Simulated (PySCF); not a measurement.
# Working out the electron affinity of Si

Si⁻ [Ne] 3s2 3p3 (4S) → Si [Ne] 3s2 3p2 (3P). Computed with PySCF 2.14 in aug-cc-pV(Q+d)Z, with no relativity, point nucleus. Frozen: [Ne]. Energies in hartree (1 hartree = 27.21139 eV):

| part | Si⁻ (lower) | Si (upper) |
| --- | --- | --- |
| UHF | -288.889654 | -288.858464 |
| MP2 opposite-spin | -0.058011 | -0.049923 |
| MP2 same-spin | -0.022762 | -0.010254 |

Problem. What does Hartree-Fock give?

Solution. (-288.858464) − (-288.889654) = 0.031190 hartree = 0.849 eV.

Problem. What do MP2 and SCS-MP2 (6/5 opposite-spin, 1/3 same-spin) give?

Solution. The opposite-spin parts differ by 0.220 eV and the same-spin parts by 0.340 eV. MP2: 0.849 + (0.220) + (0.340) = 1.409 eV. SCS-MP2: 0.849 + 1.2 × (0.220) + (0.340)/3 = 1.226 eV.

A first-order spin-orbit estimate adds -0.016 eV to MP2 (valence), giving 1.393 eV against 1.390 eV (measured; photodetachment measurements, as compiled on the Wikipedia data page of electron affinities).

What remains against the reference includes basis incompleteness, the frozen core and correlation beyond second order.
